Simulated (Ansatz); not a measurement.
For LiTaO3 (R3c, No. 161), LDA (Ansatz, a quantum-chemistry and plane-wave program, plane waves, PAW) gives:

- lattice parameter a = 5.074 Å
- lattice parameter c = 13.660 Å

Q: What does PBE-D4 in Ansatz (plane waves, PAW) give for the same quantities?

A: 
- lattice constant a: 5.155 Å (grows by 1.6 %)
- lattice parameter c: 13.858 Å (goes up by 1.4 %)

Changes are worked out from the printed values.

Unless a cell is named, each level is at its own relaxed cell (LDA 10.15, PBE-D4 10.63 Å³/atom).

Levels without +SOC leave out spin–orbit coupling, which shifts energies and cells of such heavy elements.

Ansatz's density-functional and Hartree–Fock values are scalar-relativistic unless marked +SOC, with PAW data made under PBE.
